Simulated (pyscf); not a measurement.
# Four-centre exchange: H₂N–Si(SiH₃)(SiH₃)–SiH₃ + water (H₂O) → H₂N–Si(SiH₃)(SiH₃)–SiH₂–OH + hydrogen (H₂)

Gas phase, singlet surface, charge 0. Bonds broken: Si3–H8, O17–H18. Bonds formed: Si3–O17, H8–H18. PySCF, gas phase, ωB97X-D3(BJ)/def2-SVP geometries.

Transition state (Å):

```xyz
19

N     -0.6785    -2.1762     0.1916
Si    -0.2182    -0.5124    -0.0929
Si    -0.0008     0.8309     1.7927
Si    -1.9161     0.5580    -1.2800
Si     1.7314    -0.4614    -1.3677
H      0.0271    -2.7844     0.5988
H     -1.5623    -2.3227     0.6735
H     -1.3663    -0.1725     2.5167
H      0.7068     2.0881     1.3191
H      0.8607     0.3859     2.9283
H     -2.1096    -0.0403    -2.6346
H     -3.2069     0.4609    -0.5316
H     -1.5703     2.0029    -1.4371
H      2.8284    -1.2150    -0.6855
H      1.5122    -1.0690    -2.7141
H      2.1719     0.9545    -1.5465
O     -1.5075     1.9093     2.2344
H     -1.8059     0.9206     2.6325
H     -1.3905     2.6453     2.8563
```

One imaginary mode, 1165i cm⁻¹; descent along it reached the two sides named.

```tsv
bond	change	reactant side (Å)	saddle	product side
Si3–H8	breaks	1.497	1.843	4.0
O17–H18	breaks	0.965	1.107	2.423
Si3–O17	forms	3.1	1.905	1.687
H8–H18	forms	2.409	1.184	0.762
```

Electronic energies relative to the separated reactants (kcal/mol):

```tsv
level	barrier	reaction energy	reverse barrier
ωB97X-D3(BJ)/def2-TZVP	35.2	-14.4	49.6
PBE/def2-TZVP	30.5	-12.1	42.6
r²SCAN/def2-TZVP	31.7	-14.7	46.4
B3LYP-D3(BJ)/def2-TZVP	34.7	-14.4	49.1
PBE0-D3(BJ)/def2-TZVP	32.5	-12.4	44.9
M06-2X/def2-TZVP	34.8	-16.5	51.3
ωB97M-D3(BJ)/def2-TZVP	34.4	-13.8	48.2
HF/def2-TZVP	54.2	-11.0	65.2
```

With ωB97M-D3(BJ)/def2-TZVP energies and thermal terms (ideal gas, 1 atm, RRHO with modes under 100 cm⁻¹ raised to 100, one conformer, R ln 2 for chiral ones without a mode under 150 cm⁻¹), in kcal/mol:

```json
[
 {"T (K)": "298", "ΔH‡": "32.7", "ΔG‡": "44.2", "ΔH": "-16.3", "ΔG": "-13.4"},
 {"T (K)": "600", "ΔH‡": "32.6", "ΔG‡": "56.1", "ΔH": "-15.3", "ΔG": "-10.9"},
 {"T (K)": "900", "ΔH‡": "33.3", "ΔG‡": "67.7", "ΔH": "-14.4", "ΔG": "-9.0"},
 {"T (K)": "1200", "ΔH‡": "34.1", "ΔG‡": "79.0", "ΔH": "-13.7", "ΔG": "-7.3"}
]
```

H₂N–Si(SiH₃)(SiH₃)–SiH₃ lies 12.7 kcal/mol over its isomer H₃Si–NH–SiH(SiH₃)–SiH₃ (electronic energy, ωB97M-D3(BJ)/def2-TZVP). One saddle was located; it need not be the lowest between these sides.
